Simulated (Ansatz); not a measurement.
## Telling isomers of C3H4 apart by their spectra

These gas-phase data were calculated for one isomer of C3H4 at r2SCAN-D4/def2-TZVP (harmonic, unscaled wavenumbers; equilibrium rotational constants with average atomic masses):

```
rotational constants            : 160.4, 8.624, 8.624 GHz
all wavenumbers above 1500 cm⁻¹ : 3479, 3097, 3097, 3029, 2220
```

Candidates:

(1) `C1=CC1`, a singlet
(2) `C=C=C`, a singlet
(3) `C#CC`, a singlet

**Question.** Assign the data to one candidate and say why.

**Answer.** Candidate (3). The band at 3479 cm⁻¹ lies where the ≡C–H stretch is expected; (1), (2) have no mode between 3300 and 3560 cm⁻¹.

The same quantities for all candidates:

```
     rotational constants (GHz)         wavenumbers above 1500 cm⁻¹  E above the lowest, r2SCAN-D4/def2-TZVP (kcal/mol)
(1)         30.31, 22.01, 13.94  3293, 3247, 3096, 3032, 1731, 1521                                                23.4
(2)         145.5, 8.962, 8.962        3201, 3201, 3127, 3123, 2044                                                 0.0
(3)         160.4, 8.624, 8.624        3479, 3097, 3097, 3029, 2220                                                 2.5
```

Programs: Ansatz 0.2.0.
